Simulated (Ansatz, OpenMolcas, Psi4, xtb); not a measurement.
# C2HClF2 (SMILES FC(F)=CCl): the vertical energy of the triplet above the singlet, rung by rung

C2HClF2: 6 atoms, total charge 0, spin state singlet. SMILES: `FC(F)=CCl`. Geometry: relaxed at PBE0-D4/def2-TZVP.

Quantity: the vertical energy of the triplet above the singlet, in eV. The values are calculated.

| level | kind | program | value (eV) | less CCSD(T)/6-31G* | CPU time (all runs) |
| --- | --- | --- | --- | --- | --- |
| GFN0-xTB | semi-empirical | xtb | 4.49 | -0.35 | under 2 s |
| HF/6-31G* (spherical functions) | Hartree–Fock | OpenMolcas | 3.86 | -0.98 | 12 s |
| PBE/6-31G* (spherical functions) | GGA | Ansatz | 4.63 | -0.21 | 14 s |
| M06-L/6-31G* (spherical functions) | meta-GGA | Psi4 | 4.73 | -0.11 | 2.1 min |
| M06-2X/6-31G* (spherical functions) | hybrid meta-GGA | Psi4 | 4.83 | -0.01 | 2.5 min |
| HSE06/6-31G* (spherical functions) | range-separated hybrid | Psi4 | 4.51 | -0.33 | 2.9 min |
| RPA@PBE0/6-31G* (spherical functions) | RPA | Ansatz | 4.75 | -0.09 | 26 s |
| MP2/6-31G* (spherical functions) | perturbation theory | Ansatz | 5.00 | +0.16 | 6 s |
| BCCD(T)/6-31G* (spherical functions) | coupled cluster or CI | Ansatz | 4.84 | 0.00 | 95 s |
| CCSD(T)/6-31G* (spherical functions), open shells restricted | coupled cluster or CI | OpenMolcas | 4.84 | 0.00 | 97 s |

CCSD(T)/6-31G* (spherical functions), open shells restricted is the highest level here, not the true value. The values span 3.86 to 5.00 eV. The xTB rows lack spin polarisation, so open shells miss the exchange term that lowers them. Times are those of the runs behind each value, whatever else they computed, on shared processors of several kinds: orders of magnitude only.
